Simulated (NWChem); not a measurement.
**Correlation energy of Al**

```
Al
```
Charge 0, spin multiplicity 2.

Everything below was run with NWChem.

Basis set: cc-pVTZ. Each correlation energy counts from its own Hartree-Fock reference.

The correlated methods keep 5 core orbitals frozen. No SCF solution was tested for a lower state. Open-shell Hartree-Fock references start from PBE0 orbitals. No row is a measurement; the coupled-cluster row has its own basis-set and correlation limits.

Order these methods by the correlation energy they give, lowest first: CCSD on ROHF, CCSD[T] on ROHF, UMP2, SCS-UMP2, CCSD[T] on UHF.

CCSD[T] on ROHF (-56.1 mHa), CCSD on ROHF (-54.7 mHa), CCSD[T] on UHF (-52.2 mHa), SCS-UMP2 (-40.8 mHa), UMP2 (-35.9 mHa)
